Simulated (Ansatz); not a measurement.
Relaxation of C2H2FNO (7 atoms, charge 0, multiplicity 1), to a largest force component of 0.02 eV/Å in at most 50 steps.

All numbers below come from Ansatz 0.2.0, UKS BHLYP-D4/STO-3G.

```xyz
7
Properties=species:S:1:pos:R:3:forces:R:3
N -1.316 -0.399 0.339 -3.54 -1.40 -2.09
C -0.138 0.035 0.354 1.38 0.00 -0.75
F 0.332 0.467 1.504 2.14 1.51 2.34
C 0.792 0.027 -0.883 -10.29 -3.31 -0.36
O 1.882 0.381 -0.863 10.44 3.32 0.05
H -1.727 -0.228 1.282 -0.21 -0.12 0.74
H 0.236 -0.352 -1.778 0.07 -0.01 0.08
```

Q: Where does it end, and by what steps?

A: It converged. Limits of this set-up: minimal basis. After 6 steps the energy has fallen by 0.711 eV; F3 moved furthest, 0.12 Å. The start is strongly strained (largest force component 10 eV/Å).

| step | energy less start (eV) | largest force component (eV/Å) | accepted |
| --- | --- | --- | --- |
| 0 | 0.0000 | 10.439 | yes |
| 1 | -0.6491 | 0.713 | yes |
| 2 | -0.5878 | 1.352 | no |
| 3 | -0.7028 | 0.426 | yes |
| 4 | -0.6589 | 1.616 | no |
| 5 | -0.7107 | 0.126 | yes |
| 6 | -0.7109 | 0.010 | yes |

```xyz
7
Properties=species:S:1:pos:R:3
N -1.362 -0.381 0.297
C -0.136 0.039 0.383
F 0.440 0.507 1.521
C 0.758 0.021 -0.870
O 1.934 0.402 -0.880
H -1.793 -0.283 1.262
H 0.220 -0.374 -1.758
```

Run time: 18 s on 1 thread of Arm Neoverse V1 (shared host), peak memory 0.15 GiB.
